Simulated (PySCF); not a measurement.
## Gas-phase thermal properties of CH3CF3

Energies from PySCF (xtb for GFN2), thermal terms from the rigid-rotor harmonic-oscillator model, ideal gas at 1 bar. 6-31G* has spherical d functions here. All species are closed-shell singlets. B3LYP is the form with VWN-RPA correlation. The harmonic model lacks anharmonicity and excited electronic states, which grow with temperature; levels with a mode under 35 cm⁻¹ are left out. Internal rotation in CH3CF3 is treated as a harmonic vibration of one conformer, which makes the entropy rough.

| level | point group | σ | ZPE (kJ/mol) | S°298 (J/mol/K) | Cp298 (J/mol/K) | S°1000 (J/mol/K) | H1000 − H298 (kJ/mol) |
|---|---|---|---|---|---|---|---|
| B3LYP/6-31G* | C3v | 3 | 138.8 | 286.3 | 76.6 | 420.9 | 82.9 |
| GFN2-xTB | C3v | 3 | 131.2 | 292.3 | 80.9 | 431.8 | 85.6 |
| HF/6-31G* | C3v | 3 | 149.3 | 282.6 | 72.2 | 411.3 | 79.5 |
| PBE/def2-SVP | C3v | 3 | 133.8 | 287.5 | 78.4 | 425.1 | 84.6 |
| PBE0/def2-TZVP | C3v | 3 | 138.0 | 286.1 | 76.6 | 421.3 | 83.2 |
σ: rotational symmetry number. Electronic degeneracy used: 1. Frequencies are unscaled.
